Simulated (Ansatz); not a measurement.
## Which method gave which barrier?

Saddle point of CH$_{5}$AlO, singlet (CH₅AlO ([CH3][AlH][OH]) → AlHO ([O][AlH]) + CH₄; bonds formed: C2–H4; bonds broken: Al1–C2, O3–H4), PBE0-D4/def2-TZVP structure:

| atom | x (Å) | y (Å) | z (Å) |
| --- | --- | --- | --- |
| Al1 | -1.1553 | -0.0434 | 0.6359 |
| C2 | 0.7655 | 0.1475 | -0.3687 |
| O3 | -1.2999 | -1.5540 | 0.0449 |
| H4 | -0.0480 | -0.8679 | -0.3603 |
| H5 | -1.5405 | 1.2546 | 1.4334 |
| H6 | 1.3211 | 0.4094 | 0.5381 |
| H7 | 0.4979 | 1.0576 | -0.9157 |
| H8 | 1.4594 | -0.4036 | -1.0073 |

Ansatz 0.2.0; basis: def2-TZVPP, with def2-QZVPP for the basis limit; cores frozen in the correlated methods. Extrapolation: Hartree–Fock as exp(−7.88 √X), correlation as X^−2.97. Four methods, as single points on the PBE0-D4 structures, gave these electronic barriers from the start structure: 229.7, 271.4, 282.5, 356.1 kJ/mol.

(1) The methods were, in alphabetical order, CCSD(T), HF, PBE0-D4, SPW92. Which gave which? (Judge from chemistry; the calculation decides.)

The T1 diagnostic stays at or below 0.023.

Answers

(1) By the calculation: SPW92 229.7; PBE0-D4 271.4; CCSD(T) 282.5; HF 356.1 kJ/mol. For comparison, CCSD(T) at an estimated basis limit (MP2 extrapolated from triple and quadruple zeta, plus CCSD(T) − MP2 in triple zeta) gives 280.5 kJ/mol.

Labels in which every atom is bracketed show which atoms are joined, not bond orders.

For scale, one of the runs: CCSD(T)/def2-TZVPP, 174 basis functions, launched by `ansatz run in.yaml --threads 2 --pin off --events-out ev --progress --plain --max-ram 4352MiB`. Hardware: 2 CPU threads of an Arm Neoverse V2, shared host. Wall time 21 s; peak host memory 1.5 GiB.
